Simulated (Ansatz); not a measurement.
System: fcc Rh. Method: BLYP in Ansatz (plane waves, PAW).

The input as run:

Ansatz 0.2 input:
```yaml
crystal:
  lattice:
    - [0.0, 1.9496361094, 1.9496361094]
    - [1.9496361094, 0.0, 1.9496361094]
    - [1.9496361094, 1.9496361094, 0.0]
  atoms:
    - { symbol: Rh, position: [0.0, 0.0, 0.0] }
basis:
  ecutwfc: 520
  ecutrho_ratio: 4
  xc_grid: 2
kpoints:
  mp_grid: { grid: [24, 24, 24] }
hamiltonian:
  xc: blyp
  dispersion: none
  pseudopotentials: { kind: paw }
scf:
  occupations: { method: fermi_dirac, width: 0.05 }
  convergence: { dr2_threshold: 0.0000000001 }
output:
  forces: false
  stress: true
  eigenvalues: true
```

Output (set-up and result lines):

```
Crystal: 1 atoms, lattice volume = 14.821 Å³
Basis set: ecut = 520 eV, 411 PW (Γ), exchange–correlation on 48×48×48 points (8 copies of the dense FFT grid, shifted against one another)
Bands: 13, of which v1, the nominal top of the filled ones, is band 9 counted from 1 (8 counted from 0)
Symmetry: 48 space group operations
Space group: Fm-3m (ITA 225), of the structure as read, at distance tolerance 2.5e-5 Å
k-points: 413 of 13824
Functional: x = b88, c = lyp
SCF iter   1: F=—  HF=-6417.125407 eV  |F-HF|=—  |Δ(HF+E_count)|=         —  Δρ=1.56e-2  dr2=3.62e-2
SCF iter   2: F=—  HF=-6417.117521 eV  |F-HF|=—  |Δ(HF+E_count)|=   7.89e-3  Δρ=6.02e-3  dr2=4.94e-3
  ...
SCF iter   6: F=—  HF=-6417.117729 eV  |F-HF|=—  |Δ(HF+E_count)|=   9.75e-9  Δρ=2.57e-6  dr2=8.60e-10
SCF iter   7: F=-6417.117729 eV  HF=-6417.117729 eV  |F-HF|=9.09e-13  |Δ(HF+E_count)|=  7.55e-11  Δρ=1.14e-7  dr2=4.87e-13
SCF 1 converged in 7 iterations: F = -6417.117729 eV  dr2 = 4.87e-13
SCF converged after 7 iterations
Free energy (F): -6417.117729 eV
Internal energy: -6417.105514 eV  (E = F + TS)
E sigma→0 (E₀):  -6417.111622 eV
Fermi energy:    20.800647 eV
--- Stress (GPa, compression-positive) ---
       -0.000591       0.000000      -0.000000
       -0.000000      -0.000591       0.000000
        0.000000       0.000000      -0.000591
  P = ⅓ Tr σ = -0.0006 GPa (-0.006 kbar)
```

The PAW data were made under PBE.

Ansatz is an electronic-structure program.
